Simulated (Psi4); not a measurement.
# CH3F (SMILES CF) at 4 levels

Wanted: a comparison of 4 runs (CAM-B3LYP/def2-SVP, BP86/def2-TZVP, MN15-L/cc-pVQZ, CEPA(3)/heavy-aug-cc-pVDZ) of CH3F. 

The calculation is run with Psi4 1.11.

**1. The molecule**

CH3F: 5 atoms, total charge 0, spin state singlet. As SMILES, `CF`. The shape is that of a PBE0-D4/def2-TZVP optimisation.

Bond lengths: C1–F2 1.376 Å, C1–H3 1.092 Å, C1–H4 1.092 Å, C1–H5 1.092 Å. Angles: F2–C1–H3 109.1°, F2–C1–H4 109.1°, F2–C1–H5 109.1°, H3–C1–H4 109.9°, H3–C1–H5 109.9°, H4–C1–H5 109.9°.

**2. The energy at CAM-B3LYP/def2-SVP (run 1)**

input.dat

```
memory 1.6 GB

molecule m {
  0 1
  C     -0.09580911     0.06217199     0.01473986
  F      2.06754935    -1.34265041    -0.31860782
  H     -1.73609139    -1.18466931    -0.10960412
  H     -0.19804330     1.50422200    -1.45886857
  H     -0.03741658     0.96092573     1.87215167
  units au
  symmetry c1
}

set {
  basis def2-SVP
  puream true
  e_convergence 1e-09
  d_convergence 1e-08
  scf_type pk
  dft_radial_points 99
  dft_spherical_points 590
}

energy("cam-b3lyp")
print_variables()
```

Started as:

```console
$ psi4 input.dat output.dat -n 1
```

output.dat:

```text
[...]
  Running in c1 symmetry.
[...]
  Nuclear repulsion =   37.451250130287569
[...]
  Multiplicity = 1
[...]
  Nalpha       = 9
  Nbeta        = 9
[...]
    Number of basis functions: 43
[...]
   @RKS iter   1:  -139.52606464878278   -3.89380e-01   7.81555e-03 DIIS/ADIIS
[...]
   @RKS iter   9:  -139.57938381887016   -2.98428e-12   6.90986e-09 DIIS
[...]
    Orbital Energies [Eh]
    ---------------------
    Doubly Occupied:
       1A    -24.728046     2A    -10.329690     3A     -1.239057
       4A     -0.766787     5A     -0.548913     6A     -0.548896
       7A     -0.548540     8A     -0.403871     9A     -0.403860
[...]
  @RKS Final Energy:  -139.57938381887016
   => Energetics <=
    Nuclear Repulsion Energy =             37.4512501302875691
    One-Electron Energy =                -266.5260684725764122
    Two-Electron Energy =                 101.9195959763667503
    DFT Exchange-Correlation Energy =     -12.4241614529480664
    Empirical Dispersion Energy =           0.0000000000000000
    VV10 Nonlocal Energy =                  0.0000000000000000
    Total Energy =                       -139.5793838188701557
[...]
 Multipole Moments:
 ------------------------------------------------------------------------------------
     Multipole            Electronic (a.u.)      Nuclear  (a.u.)        Total (a.u.)
 ------------------------------------------------------------------------------------
 L = 1.  Multiply by 2.5417464519 to convert [e a0] to [Debye]
 Dipole X            :          2.4671527           -3.0609235           -0.5937708
 Dipole Y            :         -1.6022752            1.9878344            0.3855592
 Dipole Z            :         -0.3801379            0.4716312            0.0914933
 Magnitude           :                                                    0.7138562
[...]
```

Run time: 6.3 s. Hardware: 1 thread of Intel Xeon Platinum 8488C (Sapphire Rapids), shared host; peak memory 0.57 GiB.

**3. Energy and gradient at BP86/def2-TZVP (run 2)**

job.dat

```
memory 1600 MB

molecule system {
  0 1
  C     -0.050700     0.032900     0.007800
  F      1.094100    -0.710500    -0.168600
  H     -0.918700    -0.626900    -0.058000
  H     -0.104800     0.796000    -0.772000
  H     -0.019800     0.508500     0.990700
  units angstrom
  symmetry c1
  no_reorient
  no_com
}

set {
  basis                def2-TZVP
  reference            rks
  puream               true
  e_convergence        1e-09
  d_convergence        1e-08
  scf_type             pk
  dft_radial_points    99
  dft_spherical_points 590
}

E, wfn = gradient('bp86', return_wfn=True)
print_variables()
```

Started as:

```console
$ psi4 -n 1 job.dat job.out
```

job.out:

```text
[...]
  Running in c1 symmetry.
[...]
  Nuclear repulsion =   37.451250055602642
[...]
  Multiplicity = 1
[...]
  Nalpha       = 9
  Nbeta        = 9
[...]
    Number of basis functions: 80
[...]
   @RKS iter   1:  -139.61671140103792   -2.16724e-01   7.82094e-03 DIIS/ADIIS
[...]
   @RKS iter   9:  -139.79976890410978   -1.67404e-11   8.76086e-09 DIIS
[...]
    Orbital Energies [Eh]
    ---------------------
    Doubly Occupied:
       1A    -24.261185     2A     -9.964490     3A     -1.095607
       4A     -0.636395     5A     -0.443104     6A     -0.430894
       7A     -0.430878     8A     -0.296296     9A     -0.296288
[...]
  @RKS Final Energy:  -139.79976890410978
   => Energetics <=
    Nuclear Repulsion Energy =             37.4512500556026424
    One-Electron Energy =                -266.6165341151594248
    Two-Electron Energy =                 106.3681566797480968
    DFT Exchange-Correlation Energy =     -17.0026415243011009
    Empirical Dispersion Energy =           0.0000000000000000
    VV10 Nonlocal Energy =                  0.0000000000000000
    Total Energy =                       -139.7997689041097829
[...]
 Multipole Moments:
 ------------------------------------------------------------------------------------
     Multipole            Electronic (a.u.)      Nuclear  (a.u.)        Total (a.u.)
 ------------------------------------------------------------------------------------
 L = 1.  Multiply by 2.5417464519 to convert [e a0] to [Debye]
 Dipole X            :        -16.6170010           16.0615382           -0.5554628
 Dipole Y            :         10.7910225          -10.4303433            0.3606792
 Dipole Z            :          2.5609437           -2.4753523            0.0855914
 Magnitude           :                                                    0.6677981
[...]
  -Total Gradient:
     Atom            X                  Y                   Z
    ------   -----------------  -----------------  -----------------
       1        0.006313936768    -0.004170266490    -0.000963542204
       2       -0.012444335608     0.008080901607     0.001921000079
       3        0.004973498074     0.003050311374     0.000254596270
       4        0.000789322487    -0.004202942923     0.003875565831
       5        0.000365136127    -0.002756453495    -0.005087258965
[...]
```

Run time: 9.6 s. Hardware: 1 thread of Intel Xeon Platinum 8488C (Sapphire Rapids), shared host; peak memory 0.89 GiB.

Run 3 isn't shown in full; the table further down has it.

**4. The energy at CEPA(3)/heavy-aug-cc-pVDZ (run 4)**

calc.in

```
memory 1.6 GB

molecule {
  0 1
  C
  F 1 1.376346
  H 1 1.092286 2 109.08614
  H 1 1.092399 3 109.85294 2 119.52673
  H 1 1.092356 3 109.85749 4 120.94754
  symmetry c1
}

set {
  basis heavy-aug-cc-pVDZ
  reference rhf
  scf_type direct
  freeze_core true
  s_orthogonalization canonical
  orbital_optimizer_package ooo
}

E, wfn = energy("cepa(3)", return_wfn=True)
print_variables()
```

Started as:

```console
$ psi4 -n 1 calc.in calc.out
```

calc.out:

```text
[...]
  Running in c1 symmetry.
[...]
  Nuclear repulsion =   37.451250004556712
[...]
  Multiplicity = 1
[...]
  Nalpha       = 9
  Nbeta        = 9
[...]
    Number of basis functions: 61
[...]
   @DF-RHF iter   1:  -139.02303231307155   -1.39023e+02   4.15681e-03 ADIIS+DIIS
[...]
   @RHF iter  17:  -139.05693962216446   -8.52651e-13   5.71030e-09 Converged
[...]
    Orbital Energies [Eh]
    ---------------------
    Doubly Occupied:
       1A    -26.291789     2A    -11.316390     3A     -1.596330
       4A     -0.956376     5A     -0.697614     6A     -0.697600
       7A     -0.678280     8A     -0.529132     9A     -0.529107
[...]
  @RHF Final Energy:  -139.05693962216486
   => Energetics <=
    Nuclear Repulsion Energy =             37.4512500045567123
    One-Electron Energy =                -266.4311411157566454
    Two-Electron Energy =                  89.9229514890350856
    Total Energy =                       -139.0569396221648617
[...]
 Multipole Moments:
 ------------------------------------------------------------------------------------
     Multipole            Electronic (a.u.)      Nuclear  (a.u.)        Total (a.u.)
 ------------------------------------------------------------------------------------
 L = 1.  Multiply by 2.5417464519 to convert [e a0] to [Debye]
 Dipole X            :          0.0000483           -0.0000459            0.0000025
 Dipole Y            :          0.0001465           -0.0001292            0.0000173
 Dipole Z            :          2.8855971           -3.6801054           -0.7945083
 Magnitude           :                                                    0.7945083
[...]
      * SCS-MP2 total energy:                 -139.410376219957
[...]
      * MP2 total energy:                     -139.414421942473
[...]
```

Wall time 4.5 s (1 thread of Intel Xeon Platinum 8488C (Sapphire Rapids), shared host); peak memory 0.28 GiB.

**5. All runs side by side**

| run | level | task | integrals | energy (Eh) | dipole moment (D) | HOMO energy (eV) | LUMO energy (eV) | wall time |
| --- | --- | --- | --- | --- | --- | --- | --- | --- |
| 1 | CAM-B3LYP/def2-SVP | energy | pk | -139.579384 | 1.81 | -10.99 | 3.11 | 6.3 s |
| 2 | BP86/def2-TZVP | gradient | pk | -139.799769 | 1.70 | -8.06 | 0.91 | 9.6 s |
| 3 | MN15-L/cc-pVQZ (density fitting) | energy | mem_df | -139.677087 | 1.65 | -8.64 | 0.79 | 16 s |
| 4 | CEPA(3)/heavy-aug-cc-pVDZ | energy | direct | -139.431837 | – | -14.40 | 2.09 | 4.5 s |

**6. Results**

```
                                          quantity          value
                               run 4: total energy  -139.43184 Eh
        run 4: HOMO energy (Hartree–Fock orbitals)      -14.40 eV
        run 4: LUMO energy (Hartree–Fock orbitals)        2.09 eV
      run 4: HOMO–LUMO gap (Hartree–Fock orbitals)       16.49 eV
run 4: correlation energy (2 core orbitals frozen)     -374.9 mEh
```

**Reading.** Over runs 1, 2, 3 the dipole moment (its size) runs from 1.65 D (MN15-L/cc-pVQZ) to 1.81 D (CAM-B3LYP/def2-SVP). The two ends differ in method and basis. Over runs 1, 2, 3 the HOMO–LUMO gap runs from 8.98 eV (BP86/def2-TZVP) to 14.10 eV (CAM-B3LYP/def2-SVP). Totals of different functionals can't be ranked against each other. All runs together took 37 s, the longest 16 s.
